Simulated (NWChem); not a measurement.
# Atomisation of tetrafluoromethane (CF4)

SMILES: FC(F)(F)F
```xyz
5

F      0.0000    -1.0889     0.7700
C      0.0000     0.0000     0.0000
F      0.0000     1.0889     0.7700
F      1.0889     0.0000    -0.7700
F     -1.0889     0.0000    -0.7700
```
Charge 0, spin multiplicity 1.

Program: NWChem. Structure: optimised with PBE/def2-SVP, a minimum by its harmonic frequencies.

Basis set: def2-TZVP. The atomisation energy is electronic alone: no zero-point, thermal, spin-orbit or counterpoise terms. No value is extrapolated to the basis-set limit. Free atoms are single determinants with multiplicities F 2, C 3.

B3LYP has NWChem's definition, with VWN1-RPA local correlation. No SCF solution was tested for a lower state.

**Question.** Order these methods by the atomisation energy they give, lowest first: LDA (SVWN5), PBE, PBE0, B3LYP.

**Answer.** B3LYP (468.6 kcal/mol), PBE0 (478.3 kcal/mol), PBE (504.6 kcal/mol), LDA (SVWN5) (598.7 kcal/mol)
